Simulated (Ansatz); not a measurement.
# CHNO: the cost of one run

Computed with Ansatz 0.2.0 (the levels named in each step, unless a step's input says otherwise).

### Step 1. The starting structure

Bond lengths: N1–C2 1.191 Å, C2–O3 1.154 Å, N1–H4 0.993 Å. Angles: N1–C2–O3 169.4°, C2–N1–H4 136.6°.

Structure file:

```xyz
4

N    -1.1305    0.2131    0.2706
C     0.0056   -0.0538    0.0337
O     1.1034   -0.1344   -0.3125
H    -1.8701   -0.1862    0.7994
```

### Step 2. A rough first relaxation, PBE-D4/def2-SVP

input.yaml reads:

```yaml
crystal:
  periodic: [false, false, false]
  atoms:
    - { symbol: "N", position_ang: [-1.13053, 0.21307, 0.27058] }
    - { symbol: C, position_ang: [0.00555, -0.05381, 0.03367] }
    - { symbol: O, position_ang: [1.10337, -0.1344, -0.31252] }
    - { symbol: H, position_ang: [-1.8701, -0.18619, 0.7994] }
magnetization:
  spin_polarized: true
  initial_magnetization: 1
total_charge: 1
basis:
  gaussian: { orbitals: def2-SVP }
hamiltonian:
  xc: pbe
  dispersion: d4
relax:
  f_tol: 0.03
  max_steps: 200
```

The run is started by

```sh
> ansatz run input.yaml --threads 2 --pin off --max-ram 5120MiB --backend cpu --events-out ev --progress --plain --runs-dir out
```

Q: Estimate wall time and peak memory on 2 threads of AMD EPYC (Zen 3), shared host.

About 18 s, with a peak of 0.14 GiB.
